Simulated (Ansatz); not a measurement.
# Worked example: correlation energy of MgH3⁻, singlet

Geometry: a point of a breathe scan, not a stationary point.

| atom | x (Å) | y (Å) | z (Å) |
| --- | --- | --- | --- |
| Mg | 0.0000 | 0.0000 | 0.0000 |
| H | 3.6475 | 0.0288 | 0.0127 |
| H | -1.8487 | 3.1445 | -0.0097 |
| H | -1.7989 | -3.1733 | -0.0030 |

Basis 6-31++G** (Cartesian d functions); Ansatz 0.2.0. Correlated methods freeze the noble-gas cores, which leaves 6 electrons in 36 orbitals. R marks a restricted (for open shells ROHF) determinant. The metal's outer-core shells are frozen, which leaves out core–valence correlation.

Full CI is exact within this basis and frozen core; it isn't the basis-set limit.

RHF is unstable: UHF (⟨S²⟩ = 1.56) lies 2.50 eV below the lowest RHF solution. Higher spins weren't run at this geometry and may lie near or lower.

RCCSD has a T1 diagnostic of 0.121 and a largest doubles amplitude of 0.33.

Runs differ by some tens of microhartree through their thresholds, so steps under 0.03 kcal/mol mean nothing.

| level | total energy (hartree) |
| --- | --- |
| RHF | -201.006531 |
| RMP2 | -201.097860 |
| RCCSD | -201.155488 |
| RCCSD(T) | -201.168238 |
| RCCSDT | -201.170277 |
| RCCSDT(Q) | -201.170422 |
| full CI | -201.169924 |

Q: What is the correlation energy at full CI, and what share of it do RMP2 and RCCSD recover?

A: E(corr) = -201.169924 − (-201.006531) = -0.163393 hartree = -4.446 eV. RMP2: -0.091329 / -0.163393 = 55.90 %. RCCSD: -0.148957 / -0.163393 = 91.16 %.

Q: By how many kcal/mol does RCCSD(T) miss full CI (1 hartree = 627.509 kcal/mol), and which steps make up the rest?

A: -201.168238 − (-201.169924) = 0.001686 hartree = 1.06 kcal/mol. Steps: RCCSDT − RCCSD(T) = -1.28, RCCSDT(Q) − RCCSDT = -0.09, full CI − RCCSDT(Q) = 0.31 kcal/mol. With more than one leading determinant such errors change with state and geometry, and needn't cancel in differences.
